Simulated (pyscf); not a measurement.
# Routes from H₂O + O=Sn: [singlet]

Candidate steps break at most two bonds and form at most two. Each was searched with GFN2-xTB (tblite) first. Single points on ωB97X-D3(BJ)/def2-SVP structures (PySCF, gas phase). Correlated levels are frozen-core, on RHF or UHF. ΔMP2 is the change of the MP2 total energy from the triple- to the quadruple-zeta basis. Energies: CCSD(T)/def2-TZVPP + ΔMP2(QZVPP), eV, from the separated reactants, singlet surface; ΔG‡ with ideal gas, 1 atm, RRHO with modes under 100 cm⁻¹ raised to 100, one conformer, R ln 2 for chiral ones without a mode under 150 cm⁻¹.

| products | type | ΔE‡ | ΔE | ΔG‡ 298 K | ΔG‡ 900 K | ν‡ (cm⁻¹) |
|---|---|---|---|---|---|---|
| HO–Sn:–OH [singlet] | addition across a multiple bond or ene-type step | -0.26 | -1.72 | 0.06 | 0.87 | 851i |
| O=SnH–OH | insertion | 2.52 | +0.95 | 2.74 | 3.47 | 1395i |

Row 1: On the reactant side the descent ends in an adduct with a O–Sn contact, 0.60 eV under the separated species and 0.08 eV under the saddle at ωB97X-D3(BJ)/def2-TZVP. Row 2: On the reactant side the descent ends in an adduct with a O–Sn contact, 0.60 eV under the separated species and 2.96 eV under the saddle at ωB97X-D3(BJ)/def2-TZVP. 

Plain bond fissions and candidates not yet searched are not listed, and one of them may be faster. Each barrier is that of the saddle found; lower ones may exist. The CCSD(T) − MP2 part came from Ansatz, without density fitting, on the same reference. The largest closed-shell T1 diagnostic is 0.033, which may signal static correlation. The frozen core leaves the outer d or s,p core shells of the metals and heavy elements correlated in the MP2 and CC values, and def2-TZVPP describes them poorly, which can shift differences by a few kcal/mol. Elements past Kr carry the def2 core potentials, without spin-orbit coupling.
